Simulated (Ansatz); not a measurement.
# C2P: the cost of one run

Method: the levels named in each step, in Ansatz 0.2.0.

## Step 1: The structure to begin with

Bond lengths: C1–C2 1.278 Å, C2–P3 1.640 Å. Angles: C1–C2–P3 180.0°.

Coordinates:

```xyz
3

C     0.0000    0.0000   -1.3986
C     0.0000    0.0000   -0.1205
P     0.0000    0.0000    1.5191
```

## Step 2: A rough first relaxation, PBE-D4/def2-SVP

This run stands in another session on the same molecule. It ended at:

```xyz
3

C     0.0000    0.0000   -1.4261
C     0.0000    0.0000   -0.1021
P     0.0000    0.0000    1.5283
```

## Step 3: Relaxation, HF/STO-3G

The input, input.yaml:

```yaml
crystal:
  periodic: [false, false, false]
  atoms:
    - { symbol: C, position_ang: [0.0, 0.0, -1.42611798] }
    - { symbol: C, position_ang: [0.0, 0.0, -0.10213308] }
    - { symbol: P, position_ang: [0.0, 0.0, 1.52825106] }
magnetization:
  spin_polarized: true
  initial_magnetization: 1
basis:
  gaussian: { orbitals: STO-3G }
hamiltonian:
  xc: hf
relax:
  f_tol: 0.002
  max_steps: 150
```

Started as:

```bash
ansatz run input.yaml --threads 2 --pin off --max-ram 5120MiB --backend cpu --events-out ev --progress --plain --runs-dir out
```

Q: Estimate wall time and peak memory on 2 threads of AMD EPYC 9R45 (Zen 5), shared host.

About 1.3 s, with a peak of 0.082 GiB.
